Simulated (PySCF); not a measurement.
Species: NH3.
Hydrogens: H2, H3, H4 on N1.

Computed by this run: PBE0-D3(BJ)/def2-SVP geometry optimisation, gas phase (PySCF 2.14.0); density fitting, grid level 1; the optimiser is geomeTRIC in internal coordinates, started from a GFN2-xTB structure with every atom displaced at random (about 0.01 Å).

Step 0: E = -1535.8054 eV
```
atom  x, y, z in Å  |  force x, y, z in eV/Å
N1     -0.2614    0.0090   -0.0875   -0.834  -0.258   1.936
H2      0.2976   -0.1353   -0.8886    0.960   0.028  -1.185
H3      0.0307    0.8719    0.3880    0.053  -0.393  -0.344
H4     -0.0287   -0.7702    0.5552   -0.179   0.623  -0.406
```

Step 1: E = -1535.4549 eV
```
atom  x, y, z in Å  |  force x, y, z in eV/Å
N1     -0.2995   -0.0136   -0.0660   -1.802  -1.838  -4.412
H2      0.3200   -0.0727   -0.8983   -0.540  -0.542   0.635
H3      0.0502    0.7393    0.3496    1.583   5.054   2.375
H4     -0.0325   -0.6776    0.5818    0.760  -2.674   1.403
```

Step 2: E = -1535.8000 eV
```
atom  x, y, z in Å  |  force x, y, z in eV/Å
N1     -0.2977   -0.0161   -0.0780   -0.144   0.122  -1.071
H2      0.3168   -0.0917   -0.9015   -0.264  -0.347   0.383
H3      0.0504    0.8067    0.3666    0.138   1.155   0.459
H4     -0.0313   -0.7234    0.5799    0.270  -0.930   0.230
```

Task: Estimate the geometry and energy of step 3. (The exact step hangs on the optimiser's Hessian estimate; all steps are aligned on step 2, rigid shifts and turns removed.)

Result: E = -1535.8461 eV, largest force 0.306 eV/Å
```
atom  x, y, z in Å  |  force x, y, z in eV/Å
N1     -0.2894   -0.0001   -0.0744   -0.036  -0.188  -0.178
H2      0.3120   -0.1177   -0.8907   -0.034  -0.013   0.008
H3      0.0419    0.8466    0.3733    0.071   0.264   0.136
H4     -0.0264   -0.7533    0.5589   -0.001  -0.063   0.034
```

The energy changes by -0.0461 eV. The first-order estimate −F·Δx gives -0.0835 eV and the mean of the old and new forces, exact on a quadratic surface, -0.0461 eV. The step makes an angle of 50° with the force vector and moves no atom by more than 0.041 Å.

The cost below is that of the whole optimisation. Time: 1.5 s wall; peak memory 0.24 GiB. Hardware: one thread, Arm Neoverse V1 (aarch64), no GPU (shared host).
